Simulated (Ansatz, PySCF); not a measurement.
This PySCF input computes a PBE0/def2-TZVPD energy:

```python
from pyscf import gto, scf, dft

mol = gto.M(
    atom='''
    O    -1.26170112    0.44861239   -0.01279754
    S    -0.01151049   -0.41288437   -0.00531408
    O     1.28472211    0.37715635    0.02342570
    ''',
    basis='def2-tzvpd',
    charge=-1,
    spin=1,
    verbose=4,
)

mf = dft.UKS(mol, xc='pbe0').density_fit(auxbasis='def2-universal-jkfit')
mf.grids.level = 3
mf.conv_tol = 1e-9
mf.max_cycle = 100
mf.max_memory = 1500
mf.kernel()
if not mf.converged:
    mf = mf.newton()
    mf.kernel(mf.make_rdm1())
for _ in range(2):
    mo, _, stable, _ = mf.stability(return_status=True)
    if stable:
        break
    mf.kernel(mf.make_rdm1(mo, mf.mo_occ))
mf.analyze()
```

Q: Write an input for the same energy in Ansatz (a first-principles code) and say what it gives.

A: 
Ansatz 0.2 input:
```yaml
crystal:
  periodic: [false, false, false]
  atoms:
    - {symbol: O, position_ang: [-1.26170112, 0.44861239, -0.01279754]}
    - {symbol: S, position_ang: [-0.01151049, -0.41288437, -0.00531408]}
    - {symbol: O, position_ang: [1.28472211, 0.37715635, 0.02342570]}
basis:
  gaussian:
    orbitals: def2-TZVPD
hamiltonian:
  xc: {name: PBE0}
total_charge: -1
magnetization: {spin_polarized: true, initial_magnetization: 1}
output: {forces: true}
```
It gives -548.46084 Eh, and PySCF -548.46083 Eh, a difference of 0.01 mEh.
